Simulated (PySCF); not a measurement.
# Name the molecule from its bond curve

A diatomic of charge 0 contains S (the partner may be the same element). Its triplet curve at UHF-CCSD in a double-zeta basis (no relativity, PySCF), in eV from the separated fragments:

R (Å), E (eV) and a bar:
```
    1.719     -2.488 ########################
    1.795     -3.050 ########
    1.853     -3.254 ##
    1.910     -3.319 
    1.967     -3.279 #
    2.044     -3.108 ######
    2.139     -2.772 ################
    2.254     -2.270 ##############################
```

The fit gives ωe = 726 cm⁻¹ and the rotational constant Bₑ = 0.2878 cm⁻¹.

Problem. Which atom is the partner?

Solution. The minimum lies at 1.914 Å, so the reduced mass is 16.8576 u Å² cm⁻¹/(Bₑ·Re²) = 15.99 u. With S at 31.97 u the partner weighs about 32.0 u: S. The molecule is S2.

Correlated steps freeze 10 core orbitals. The state was picked by a PBE0 search and need not be the measured ground state.
